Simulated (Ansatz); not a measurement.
**N₂ (singlet): from Hartree-Fock to the top rungs, STO-3G**

How much of the correlation energy of N₂ (singlet) does each wave-function method recover here?

Computed with Ansatz 0.2.0, Gaussian basis. Level: STO-3G, core rule «outside noble gas», up to 2 orbitals frozen.

To be run: UHF; CCSD(T) on RHF; CCSD(T) on UHF; BCCD(T) on RHF; CISD; CCSDT(Q) on RHF; CCSDT(Q) on UHF; CISDTQ; CCSDTQ on RHF; CCSDTQ on UHF; CASSCF and MRCISD+Q, 10 electrons in 8 orbitals; CASSCF and NEVPT4(SD), 10 electrons in 8 orbitals; CASSCF and NEVPT2, 10 electrons in 8 orbitals; Full CI.

9 further runs of the same task are left out: 9 set aside as unsound or not needed.

## Step 1: The geometry

The geometry is an MP2(full)/6-31G* stationary point (not a proven minimum).

2 atoms, charge 0, spin multiplicity 1.

Atoms are counted from 1 here; the program's logs count them from 0.

Bond lengths: N1–N2 1.130 Å.

Geometry (Å):

```xyz
2
N2
N     0.0000    0.0000    0.0000
N     0.0000    0.0000    1.1300
```

## Step 2: UHF

Contents of in.yaml:

```yaml
crystal:
  periodic: [false, false, false]
  atoms:
    - {symbol: N, position_ang: [0.000000, 0.000000, 0.000000]}
    - {symbol: N, position_ang: [0.000000, 0.000000, 1.129980]}
basis:
  gaussian: {orbitals: STO-3G}
magnetization: {spin_polarized: true, initial_magnetization: 0}
hamiltonian: {xc: hf}
output: {orbitals: {seedname: orbitals}}
```

Started as:

```sh
$ ansatz run in.yaml --threads 1 --pin off --events-out ev --progress --plain --max-ram 3956MiB --backend cpu
```

The runs that follow: CCSD(T) on RHF; CCSD(T) on UHF; BCCD(T) on RHF; CISD; CCSDT(Q) on RHF; CCSDT(Q) on UHF; CISDTQ; CCSDTQ on RHF; CCSDTQ on UHF; CASSCF and MRCISD+Q, 10 electrons in 8 orbitals; CASSCF and NEVPT4(SD), 10 electrons in 8 orbitals; CASSCF and NEVPT2, 10 electrons in 8 orbitals; Full CI.

**Question.** What will the summary of the whole plan be? Wanted: FCI below the RHF energy; RMP2 from FCI; RCCSD from FCI; RCCSD(T) from FCI; RCCSDT(Q) from FCI; NEVPT2 valence from FCI; NEVPT4(SD) valence from FCI; MRCISD+Q valence from FCI; T1 diagnostic.

As calculated:

| quantity | value |
| --- | --- |
| FCI below the RHF energy | -4.5303 eV |
| RMP2 from FCI | +2.0 kJ/mol |
| RCCSD from FCI | +11.7 kJ/mol |
| RCCSD(T) from FCI | +6.8 kJ/mol |
| RCCSDT(Q) from FCI | +0.3 kJ/mol |
| NEVPT2 valence from FCI | 0.0 kJ/mol |
| NEVPT4(SD) valence from FCI | 0.0 kJ/mol |
| MRCISD+Q valence from FCI | 0.0 kJ/mol |
| levels within 1 kcal/mol (43 meV) | RMP2, CISDTQ, RCCSDT(Q), RCCSDTQ, CASSCF valence, NEVPT2 valence, NEVPT4(SD) valence, MRCISD valence, MRCISD+Q valence |
| T1 diagnostic | 0.003 |
| effectively unpaired electrons | 0.10 |

In words: RCCSD(T) lands +6.8 kJ/mol from the yardstick (1.6 % of the correlation energy). One determinant dominates. Of the multireference levels listed NEVPT2 valence comes nearest in total energy (0.0 kJ/mol), which doesn't show that its space is the better one. These misses are within one basis, not against nature.
